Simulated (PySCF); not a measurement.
C4H7O2 (charge +1).
SMILES with atom numbers: `[CH3:1][C+:2]1[O:3][CH2:4][CH2:5][O:6]1` (hydrogens: H7, H8, H9 on C1; H10, H11 on C4; H12, H13 on C5)

The same species was optimised twice, with GFN2-xTB and with PBE0-D3(BJ)/def2-SVP (PySCF), and the same property calculations (PySCF, gas phase) were run on both structures.

| coordinate | GFN2-xTB | PBE0-D3(BJ)/def2-SVP | change |
| --- | --- | --- | --- |
| O3–C4 (Å) | 1.439 | 1.456 | +0.017 |
| C5–O6 (Å) | 1.439 | 1.456 | +0.017 |
| C4–C5 (Å) | 1.542 | 1.533 | -0.009 |
| C2–O6 (Å) | 1.279 | 1.277 | -0.002 |
| C1–C2 (Å) | 1.462 | 1.464 | +0.002 |
| C2–O3 (Å) | 1.277 | 1.276 | -0.001 |
| C1–C2–O3 (°) | 122.0 | 122.4 | +0.4 |
| O3–C2–O6 (°) | 115.8 | 115.5 | -0.3 |
| C2–O6–C5 (°) | 109.5 | 109.8 | +0.3 |
| C2–O3–C4 (°) | 109.6 | 109.8 | +0.2 |
| C4–C5–O6 (°) | 102.5 | 102.4 | -0.1 |
| C1–C2–O6 (°) | 122.2 | 122.1 | -0.1 |
| O3–C4–C5 (°) | 102.5 | 102.4 | -0.1 |

Rotational constants: A = 7882, B = 3470, C = 2523 MHz (GFN2-xTB) against A = 7905, B = 3436, C = 2510 MHz (PBE0-D3(BJ)/def2-SVP). Atoms that the bonding makes alike are paired by their places after alignment.

On the GFN2-xTB structure: lowest singlet, TDDFT (eV) 6.76 [PBE0/def2-SVPD]; lowest triplet, Tamm–Dancoff (eV) 5.53 [PBE0/def2-SVPD]; isotropic polarisability (au) 47.5 [PBE0/def2-SVPD]; HOMO (eV) -14.63 [PBE0/def2-SVPD]; LUMO (eV) -6.74 [PBE0/def2-SVPD]; HOMO (eV) -14.67 [PBE0/pcSseg-1]; LUMO (eV) -6.71 [PBE0/pcSseg-1]; GIAO shielding of C1 (ppm) 169.7 [PBE0/pcSseg-1]; GIAO shielding of C2 (ppm) -16.2 [PBE0/pcSseg-1]; GIAO shielding of O3/O6 (mean) (ppm) 77.9 [PBE0/pcSseg-1]; GIAO shielding of C4/C5 (mean) (ppm) 111.1 [PBE0/pcSseg-1].

Q: What do these properties become on the PBE0-D3(BJ)/def2-SVP structure?

A: 
```
                                    property           level  on GFN2-xTB  on PBE0-D3(BJ)/def2-SVP  change
                  lowest singlet, TDDFT (eV)  PBE0/def2-SVPD         6.76                     6.87   +0.11
           lowest triplet, Tamm–Dancoff (eV)  PBE0/def2-SVPD         5.53                     5.62   +0.09
               isotropic polarisability (au)  PBE0/def2-SVPD         47.5                     47.9    +0.4
                                   HOMO (eV)  PBE0/def2-SVPD       -14.63                   -14.65   -0.02
                                   LUMO (eV)  PBE0/def2-SVPD        -6.74                    -6.66   +0.08
energy, GFN2-xTB geometry as zero (kcal/mol)  PBE0/def2-SVPD          0.0                     -0.5    -0.5
                                   HOMO (eV)   PBE0/pcSseg-1       -14.67                   -14.69   -0.02
                                   LUMO (eV)   PBE0/pcSseg-1        -6.71                    -6.62   +0.09
energy, GFN2-xTB geometry as zero (kcal/mol)   PBE0/pcSseg-1          0.0                     -0.4    -0.4
                  GIAO shielding of C1 (ppm)   PBE0/pcSseg-1        169.7                    168.6    -1.1
                  GIAO shielding of C2 (ppm)   PBE0/pcSseg-1        -16.2                    -15.0    +1.2
        GIAO shielding of O3/O6 (mean) (ppm)   PBE0/pcSseg-1         77.9                     72.9    -5.0
        GIAO shielding of C4/C5 (mean) (ppm)   PBE0/pcSseg-1        111.1                    108.6    -2.5
```

The heavy atoms differ by 0.010 Å rms after alignment. Among bonds between heavy atoms O3–C4 and C5–O6 change most and about equally (+0.017 Å). Changes are differences of the printed values. Neither structure is proved a minimum here. Geometry: PBE0-D3(BJ)/def2-SVP; no solvent, vibrations or thermal averaging.
